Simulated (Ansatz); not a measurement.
Abstraction of H: SiH2(OH)(SiH3) + CHO2 → SiH(OH)(SiH3) + CH2O2

Species: SiH2(OH)(SiH3) (disilanol), singlet; CHO2 `O=[C]O`, doublet; SiH(OH)(SiH3), doublet; CH2O2 (formic acid) `O=CO`, singlet. A radical takes H: the energy is the difference in strength between the Si–H bond broken and the C–H bond made.

Shapes, held fixed at every level: PBE0-D4/def2-TZVP. Flexible molecules stand in one conformer, not always the lowest. Programs: Ansatz 0.2.0. The zero-point and thermal change to 298 K, harmonic and unscaled (PBE0-D4/def2-TZVP), is +10.4 kJ/mol.

```
                level                    kind  ΔH(298 K) (kJ/mol)  less CCSD(T)/CBS estimate  CPU time (sum over the molecules)
       MP2/def2-TZVPP     perturbation theory               -48.8                       -4.6                                  –
  B3LYP-D4/def2-TZVPP           global hybrid               -43.7                       +0.5                               16 s
r2SCAN0-D4/def2-TZVPP           global hybrid               -45.6                       -1.4                               20 s
   wB97M-V/def2-TZVPP  range-separated hybrid               -43.3                       +0.9                               40 s
    B2PLYP/def2-TZVPP           double hybrid               -42.2                       +2.0                               20 s
   CCSD(T)/def2-TZVPP   coupled cluster or CI               -43.0                       +1.2                            2.7 min
      CCSD/def2-TZVPP   coupled cluster or CI               -43.0                       +1.2                                  –
 CCSD(T)/CBS estimate   coupled cluster or CI               -44.2                        0.0                              6 min
```

The highest level, CCSD(T)/CBS estimate, gives ΔH(298 K) = -44.2 kJ/mol; the levels span -48.8 to -42.2. The column of differences is taken from that level and isn't an error. No measured value is set beside it here. Open shells run unrestricted. The CBS estimate extrapolates MP2 from def2-TZVPP and def2-QZVPP and adds CCSD(T) − MP2 in the triple-zeta set, cores frozen. Times are processor times on shared x86 and Arm servers, and rough.
